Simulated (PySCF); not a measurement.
One molecule, one basis, several functionals.

Species: C3H9P.
InChI=1S/C3H9P/c1-4(2)3/h1-3H3

PySCF, pcSseg-2 basis, density fitting, gas phase, PBE0-D3(BJ)/def2-SVP geometry. One functional is left out:

```
functional  exact exchange (%)  HOMO energy (eV)  LUMO energy (eV)  dipole moment (D)
     B97-D                   0             -5.25              0.06              1.199
      BLYP                   0             -5.17             -0.08              1.126
      BP86                   0             -5.37              0.07              1.220
       LDA                   0             -5.34             -0.20              1.251
      OPBE                   0             -5.24              0.05              1.299
       PBE                   0             -5.28             -0.09              1.214
     B3LYP                  20             -6.21              0.32              1.175
      PBE0                  25             -6.38              0.60              1.265
```

Task: Predict the row of mPW1PW91 (25 % exact exchange) by straight lines through the other rows, and check it.

Result: 
```tsv
property	line	computed	computed − line	PBE0 (25 %), for comparison
HOMO energy (eV)	-6.40	-6.41	-0.01	-6.38
LUMO energy (eV)	0.53	0.61	+0.08	0.60
dipole moment (D)	1.226	1.257	+0.031	1.265
```

Task: Which of these properties follows the share of exact exchange most closely, and which least?

Result: Most closely the HOMO energy, least the dipole moment; the correlations over the tabulated rows are HOMO energy -0.991, LUMO energy 0.916, dipole moment 0.072. The HOMO energy moves by -0.451 eV for every 10 %. Functionals with the same share still differ in their other parts: at 0 % BLYP and BP86 differ by 0.20 eV in it.
